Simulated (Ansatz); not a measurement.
The inner images of a band of CH4BCl + H2 (9 atoms, charge 0, multiplicity 1) are given out of order.

Computed with RKS PBE0-D4/cc-pVDZ in Ansatz 0.2.0.

Initial state:

```xyz
9
Properties=species:S:1:pos:R:3
B -0.215 0.493 0.224
Cl -0.339 0.643 1.978
H 0.887 0.658 -0.236
C -1.461 0.199 -0.653
H -2.380 -0.026 -0.094
H -1.645 1.086 -1.289
H -1.244 -0.620 -1.360
H 0.534 -2.707 0.214
H 0.506 -2.396 0.910
```

Final state:

```xyz
9
Properties=species:S:1:pos:R:3
B -0.027 -0.452 -0.453
Cl -0.078 -0.205 2.294
H 0.949 0.260 -0.526
C -1.446 0.092 -0.805
H -2.281 -0.485 -0.380
H -1.593 1.165 -0.613
H -1.516 -0.036 -1.907
H 0.152 -1.644 -0.306
H 0.482 -1.366 2.391
```

Put them in order from the first end to the last, with their energies above the first end.
A.
```xyz
9
Properties=species:S:1:pos:R:3
B 0.007 -0.317 -0.064
Cl -0.162 -0.108 2.122
H 1.034 0.268 -0.285
C -1.391 0.000 -0.691
H -2.218 -0.583 -0.259
H -1.634 1.070 -0.602
H -1.349 -0.231 -1.771
H 0.249 -1.570 0.087
H 0.106 -1.198 1.160
```
B.
```xyz
9
Properties=species:S:1:pos:R:3
B -0.089 0.089 0.226
Cl -0.242 0.408 1.984
H 1.018 0.222 -0.232
C -1.380 0.024 -0.649
H -2.217 -0.517 -0.184
H -1.700 1.081 -0.734
H -1.220 -0.344 -1.674
H 0.281 -1.890 0.106
H 0.193 -1.744 0.854
```
C.
```xyz
9
Properties=species:S:1:pos:R:3
B -0.116 0.281 0.212
Cl -0.261 0.619 1.947
H 1.001 0.336 -0.234
C -1.392 0.077 -0.651
H -2.213 -0.428 -0.123
H -1.753 1.096 -0.891
H -1.194 -0.422 -1.610
H 0.320 -2.193 0.151
H 0.251 -2.037 0.894
```
D.
```xyz
9
Properties=species:S:1:pos:R:3
B 0.010 -0.421 -0.412
Cl -0.041 -0.166 2.430
H 0.973 0.303 -0.514
C -1.423 0.061 -0.776
H -2.238 -0.515 -0.314
H -1.594 1.138 -0.639
H -1.496 -0.128 -1.869
H 0.218 -1.598 -0.179
H 0.235 -1.344 1.969
```
E.
```xyz
9
Properties=species:S:1:pos:R:3
B -0.050 -0.143 0.176
Cl -0.224 0.142 2.040
H 1.018 0.226 -0.250
C -1.379 -0.021 -0.663
H -2.224 -0.588 -0.246
H -1.656 1.048 -0.618
H -1.276 -0.271 -1.732
H 0.271 -1.630 0.100
H 0.164 -1.433 0.889
```
F.
```xyz
9
Properties=species:S:1:pos:R:3
B -0.158 0.419 0.211
Cl -0.304 0.707 1.949
H 0.952 0.537 -0.243
C -1.414 0.126 -0.653
H -2.268 -0.277 -0.091
H -1.732 1.100 -1.077
H -1.186 -0.517 -1.517
H 0.384 -2.488 0.192
H 0.368 -2.278 0.924
```
G.
```xyz
9
Properties=species:S:1:pos:R:3
B 0.030 -0.406 -0.304
Cl -0.104 -0.191 2.359
H 1.006 0.296 -0.399
C -1.399 0.031 -0.730
H -2.213 -0.547 -0.268
H -1.594 1.107 -0.622
H -1.437 -0.190 -1.817
H 0.241 -1.587 -0.046
H 0.112 -1.184 1.522
```

F (+0.01 eV), C (+0.04 eV), B (+0.19 eV), E (+0.51 eV), A (+1.02 eV), G (+0.86 eV), D (+0.82 eV).

The run took 4 min on 1 thread of Arm Neoverse V1, with other jobs on the host, peak memory 0.14 GiB.
